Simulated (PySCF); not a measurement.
Working out the ionisation energy of O

O [He] 2s2 2p4 (3P) → O⁺ [He] 2s2 2p3 (4S). Computed with PySCF 2.14 in def2-TZVPPD (6s4p3d1f, 40 functions), with the non-relativistic Hamiltonian (point nucleus). Frozen: nothing. Energies in hartree (1 hartree = 27.21139 eV):

| part | O (lower) | O⁺ (upper) |
| --- | --- | --- |
| UHF | -74.815953 | -74.374048 |
| MP2 opposite-spin | -0.123660 | -0.084087 |
| MP2 same-spin | -0.036897 | -0.029864 |

**Question.** What does Hartree-Fock give?

**Answer.** (-74.374048) − (-74.815953) = 0.441905 hartree = 12.025 eV.

**Question.** What do MP2 and SCS-MP2 (6/5 opposite-spin, 1/3 same-spin) give?

**Answer.** The opposite-spin parts differ by 1.077 eV and the same-spin parts by 0.191 eV. MP2: 12.025 + (1.077) + (0.191) = 13.293 eV. SCS-MP2: 12.025 + 1.2 × (1.077) + (0.191)/3 = 13.381 eV.

Measured between the centres of the two terms (NIST): 13.608 eV, so MP2 (valence and next inner shell) is off by -0.315 eV.

What remains against the reference includes basis incompleteness and correlation beyond second order.
